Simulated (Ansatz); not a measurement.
**doublet BO: levels of theory in one basis**

```json
{"atom": "B", "x (Å)": "0.0000", "y (Å)": "0.0000", "z (Å)": "0.0000"}
{"atom": "O", "x (Å)": "0.0000", "y (Å)": "0.0000", "z (Å)": "1.7300"}
```

Basis set: def2-SVP (spherical functions). Frozen core: 2 orbitals. Correlation on ROHF uses semicanonical orbitals with singles. Charge 0, multiplicity 2.

Computed with Ansatz (development build ahead of 0.2.0); each method stands on the lowest determinant of its kind that the runs found.

| method | E − E(ROHF) (eV) | <S²> of the determinant |
| --- | --- | --- |
| ROHF | 0.00 | 0.75 |
| UHF | -0.20 | 1.06 |
| UHF-MP2 | -5.43 | 1.06 |

(1) What does ROHF-MP2 give on the same scale?

(2) Is a single determinant a sound starting point here?

Results:

(1) -5.58 eV.

(2) Only with care. Unrestricted orbitals gain 0.20 eV and <S²> is 1.06 against 0.75 for a pure state, a contamination that matters most for the unrestricted series.

Caution for UHF, UHF-MP2: the unrestricted determinant is spin contaminated. Caution for ROHF-MP2, UHF-MP2: bonds are stretched, where a single reference can fail.
